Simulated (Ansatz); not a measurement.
Antifluorite Mg2Ge was calculated with B3LYP (VWN-RPA form) (plane waves, PAW; Ansatz, a first-principles code).

Run with plane-wave cutoff 460 eV, 8×8×8 k mesh, Fermi–Dirac smearing 0.01 eV, scalar-relativistic PAW data made under PBE.

Response to compression and expansion:

| V (Å³/atom) | P (GPa) | direct gap at Γ (eV) | smallest gap on the k mesh (eV) |
|---|---|---|---|
| 20.852 | 2.96 | 2.342 | 1.192 |
| 21.581 | 0.92 | 2.110 | 1.213 |
| 21.950 | 0.02 | 1.996 | 1.223 |
| 22.498 | -1.19 | 1.832 | 1.236 |
| 23.047 | -2.26 | 1.674 | 1.239 |

The fundamental gap (1.22 eV at the equilibrium volume, on the SCF mesh) lies elsewhere than Γ–Γ.

Measured, for comparison: band gap 0.74 eV (temperature not stated, no zero-point or thermal correction, indirect, Γ–X; as tabulated in Ryu et al. (2019), arXiv:1905.06140).

Spin–orbit coupling is not included.
